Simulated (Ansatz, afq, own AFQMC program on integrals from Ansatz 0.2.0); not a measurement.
# Breaking Si1–H5 in Si3PH9, singlet

```xyz
13

Si   -1.2069    1.4818   -0.4978
P     0.6715    0.2937   -0.9151
Si    1.5567    0.3479    1.1652
Si   -0.2312   -1.7779   -0.8289
H    -2.0905    1.3853   -1.6981
H    -1.9616    1.0004    0.7019
H    -0.8142    2.9070   -0.2846
H     0.5900   -0.0566    2.2341
H     2.7276   -0.5790    1.1933
H     2.0214    1.7419    1.4331
H     0.8854   -2.7697   -0.8524
H    -1.0655   -2.0134    0.3914
H    -1.0828   -1.9614   -2.0421
```

Products: Si₃PH₈ (doublet; SiH2–P(–SiH3)–SiH3) and H (doublet), each relaxed with PBE0/def2-SVP like the molecule; electronic energies without zero-point terms. Determinants: RHF, UHF and UHF in that order.

Basis def2-TZVP. Only valence electrons are correlated. Ansatz 0.2.0 and our own AFQMC program on the same integrals; the CISD trial comes from CCSD amplitudes, and released means the phaseless constraint is let go. Uncertainties: one standard error, sampling alone. The errors of all members are added in quadrature.

No full CI on the walks' own integrals is used here. The released AFQMC energy serves as the reference, which it does only where one determinant dominates, the energy is flat over the last release times and near the phaseless one (40 meV or 2 meV an electron, half that with transition metals). On small molecules, where full CI could be run and the noise was under 10 meV, such values lay within 10 meV of it in 19 cases of 20, a flattering rate, since the rule was set on those same cases; what remains of the bias isn't in the error bar. Each member takes its own surest rung, up to full CI.

Errors are counted within def2-TZVP, not against nature.

Cautions: Si₃PH₉ (singlet): the released value is read at 0.90 1/Eh with a noise of 23 meV, more than in the cases checked (meV from the phaseless value at times in 1/Eh: -4 ± 16 at 0.21, -1 ± 23 at 0.42, -12 ± 25 at 0.63, -13 ± 23 at 0.90); Si₃PH₈ (doublet): the released value is read at 0.90 1/Eh with a noise of 29 meV, more than in the cases checked (meV from the phaseless value at times in 1/Eh: -18 ± 19 at 0.21, -50 ± 18 at 0.42, -44 ± 33 at 0.63, -22 ± 29 at 0.90).

```
level  bond energy (kcal/mol)
  MP2                    89.1
   HF                    74.8
```

(1) From these cheaper values, estimate the bond energy at the reference level in def2-TZVP.

(1) 92.0 ± 0.9 kcal/mol (AFQMC with the constraint released in def2-TZVP).

```csv
level,bond energy (kcal/mol),error against released AFQMC (kcal/mol)
CCSD,91.5,-0.5 ± 0.9
CCSD(T),91.5,-0.5 ± 0.9
ph-AFQMC/CISD,92.2 ± 0.6,0.2 ± 1.0
```

Correlation beyond CCSD(T) changes it by less than twice the noise. The perturbative (T) step is worth −0.0 kcal/mol.

Released energies are given only where the last usable release times agree within the noise; a slower fall can still hide under it.
